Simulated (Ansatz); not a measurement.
## Scan of [H···H···Br], doublet

Starting geometry:

```yaml
atoms:
  - { symbol: H, position_ang: [0.0000, 0.0000, -1.2080] }
  - { symbol: H, position_ang: [0.0000, 0.0000, -0.4630] }
  - { symbol: Br, position_ang: [0.0000, 0.0000, 1.6710] }
```

From there H2 is moved from one fragment to the other while all else, the fragments' distance too, stays fixed, so the hump isn't the reaction's barrier; atoms are numbered as listed. Energies are in kJ/mol, counted from the starting geometry at the same level.

Basis cc-pVDZ; Ansatz 0.2.0. Correlated methods freeze the noble-gas cores and the filled d shells of p-block atoms. No spin–orbit coupling is included, and no scalar relativity.

For open shells CISD is restricted-active-space CI with the open shells as a complete middle space.

Full CI is exact within this basis and frozen core; it isn't the basis-set limit.

```tsv
distance H1-H2 (Å)	CISD
0.693	6.3
0.745	0.0
0.831	10.0
0.918	34.3
1.004	62.1
1.090	82.5
1.176	90.1
1.263	82.6
1.349	70.6
```

Estimate the full CI curve in cc-pVDZ from this one, knowing how CISD errs.

The computed full CI values, in kJ/mol from the starting point, and the error of CISD against them:
```json
{"distance H1-H2 (Å)": "0.693", "full CI": "7.1", "CISD less full CI": "-0.8"}
{"distance H1-H2 (Å)": "0.745", "full CI": "0.0", "CISD less full CI": "0.0"}
{"distance H1-H2 (Å)": "0.831", "full CI": "8.2", "CISD less full CI": "1.7"}
{"distance H1-H2 (Å)": "0.918", "full CI": "30.0", "CISD less full CI": "4.3"}
{"distance H1-H2 (Å)": "1.004", "full CI": "54.3", "CISD less full CI": "7.8"}
{"distance H1-H2 (Å)": "1.090", "full CI": "72.7", "CISD less full CI": "9.8"}
{"distance H1-H2 (Å)": "1.176", "full CI": "79.8", "CISD less full CI": "10.3"}
{"distance H1-H2 (Å)": "1.263", "full CI": "75.9", "CISD less full CI": "6.7"}
{"distance H1-H2 (Å)": "1.349", "full CI": "67.2", "CISD less full CI": "3.4"}
```

The error spans 11.1 kJ/mol and is largest, 10.3 kJ/mol, at 1.176 Å.
